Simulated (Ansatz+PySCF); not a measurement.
Values are calculated unless marked as measured or tabulated.
Input for PySCF 2.14.0:

```python
from pyscf import gto, scf, mp

mol = gto.M(atom="""
H 0.000000 0.577040 -0.919740
O 0.000000 -0.398490 -0.905210
O 0.000000 -0.630350 0.580980
O 0.000000 0.451800 1.243980
""", basis='cc-pvtz', charge=0, spin=1)
mf = scf.UHF(mol)
mf.kernel()
pt = mp.MP2(mf, frozen=3).run()
print(mf.e_tot, pt.e_corr, pt.e_tot)
```

The script is written out from the run's settings.

Results

| Property | Result |
| --- | --- |
| Converged | yes |
| Reference energy | -225.02613 hartree |
| Correlation energy | -0.68170 hartree |
| Total energy | -225.70783 hartree |
| Spin squared of the determinant | 0.935 |

Caution: the unrestricted determinant is spin contaminated.
